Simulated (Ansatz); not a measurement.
# H3S2+ (SMILES S[SH2+]): one structure at several levels

Aim: energy, forces and dipole at a structure displaced at random from a GFN2-xTB minimum, from CCSD(T) and from density functionals.

The runs use Ansatz 0.2.0, Gaussian basis; single points in def2-TZVPP.

Cores are frozen in the correlated methods.

## (1) The system as given

SMILES `S[SH2+]`, 5 atoms, charge 1, spin multiplicity 1.

Atoms are counted from 1 here; the program's logs count them from 0.

Bond lengths: S1–S2 2.104 Å, S1–H3 1.411 Å, S2–H4 1.365 Å, S2–H5 1.357 Å. Angles: S2–S1–H3 96.1°, S1–S2–H4 105.9°, S1–S2–H5 103.3°, H4–S2–H5 92.9°.

Coordinates:

| atom | x (Å) | y (Å) | z (Å) |
| --- | --- | --- | --- |
| S1 | 1.1381 | -0.9096 | 0.3599 |
| S2 | 0.2496 | 0.7428 | -0.5920 |
| H3 | -0.0453 | -1.3909 | 0.9578 |
| H4 | -0.8901 | 0.2710 | -1.1758 |
| H5 | -0.4336 | 1.3514 | 0.4108 |

## (2) CCSD(T)/def2-TZVPP

Contents of run/in.yaml:

```yaml
crystal:
  periodic: [false, false, false]
  atoms:
    - {symbol: S, position_ang: [1.138100, -0.909600, 0.359900]}
    - {symbol: S, position_ang: [0.249600, 0.742800, -0.592000]}
    - {symbol: H, position_ang: [-0.045300, -1.390900, 0.957800]}
    - {symbol: H, position_ang: [-0.890100, 0.271000, -1.175800]}
    - {symbol: H, position_ang: [-0.433600, 1.351400, 0.410800]}
basis:
  gaussian: {orbitals: def2-TZVPP}
total_charge: 1
correlation: {method: ccsd_t}
output: {forces: true}
```

The command line of these runs was not kept.

## (3) PBE0-D4/def2-TZVPP

run/in.yaml, as its differences from that of step 2:

```diff
@@ -11,3 +11,3 @@
 total_charge: 1
-correlation: {method: ccsd_t}
-output: {forces: true}
+hamiltonian: {xc: pbe0, dispersion: d4}
+output: {forces: true, orbitals: {seedname: orbitals}}
```

## (4) wB97M-V/def2-TZVPP

run/in.yaml, as its differences from that of step 3:

```diff
@@ -11,3 +11,3 @@
 total_charge: 1
-hamiltonian: {xc: pbe0, dispersion: d4}
-output: {forces: true, orbitals: {seedname: orbitals}}
+hamiltonian: {xc: {name: wB97M-V}}
+output: {forces: true}
```

## (5) r2SCAN-D4/def2-TZVPP

run/in.yaml, as its differences from that of step 4:

```diff
@@ -11,3 +11,3 @@
 total_charge: 1
-hamiltonian: {xc: {name: wB97M-V}}
+hamiltonian: {xc: r2scan, dispersion: d4}
 output: {forces: true}
```

## (6) PBE-D4/def2-TZVPP

run/in.yaml, as its differences from that of step 5:

```diff
@@ -11,3 +11,3 @@
 total_charge: 1
-hamiltonian: {xc: r2scan, dispersion: d4}
+hamiltonian: {xc: pbe, dispersion: d4}
 output: {forces: true}
```

## (7) BLYP-D4/def2-TZVPP

run/in.yaml, as its differences from that of step 6:

```diff
@@ -11,3 +11,3 @@
 total_charge: 1
-hamiltonian: {xc: pbe, dispersion: d4}
+hamiltonian: {xc: {name: BLYP}, dispersion: d4}
 output: {forces: true}
```

## (8) r2SCANh-D4/def2-TZVPP

run/in.yaml, as its differences from that of step 7:

```diff
@@ -11,3 +11,3 @@
 total_charge: 1
-hamiltonian: {xc: {name: BLYP}, dispersion: d4}
+hamiltonian: {xc: {name: r2SCANh}, dispersion: d4}
 output: {forces: true}
```

(Steps that only read results are left out.)

What does the calculation give? Wanted: energy less free atoms, CCSD(T)/def2-TZVPP; RMS force component; RMS force error; HOMO and LUMO, PBE0-D4; T1 diagnostic.

The runs gave:

```
                                  quantity                                                                                              value
energy less free atoms, CCSD(T)/def2-TZVPP                                                                                      -402.0 kJ/mol
                       RMS force component                                                               0.403 to 0.586 eV/Å over the methods
                           RMS force error  PBE0-D4 0.180, wB97M-V 0.083, r2SCAN-D4 0.180, PBE-D4 0.298, BLYP-D4 0.280, r2SCANh-D4 0.165 eV/Å
                    HOMO and LUMO, PBE0-D4                                                                                -14.05 and -8.13 eV
                             T1 diagnostic                                                                                              0.012
```

What this shows: Against CCSD(T) the functionals' energies less atoms differ by -68.9 to -33.7 kJ/mol, PBE-D4 by -68.9 kJ/mol. CCSD(T) in triple zeta still lacks some correlation energy of the bonds, so part of these gaps is its own basis error and they don't rank the functionals. On forces the order runs from wB97M-V to PBE-D4. Frozen-core CCSD(T) forces in triple zeta carry basis errors of their own, and this is one geometry, so small gaps rank nothing.
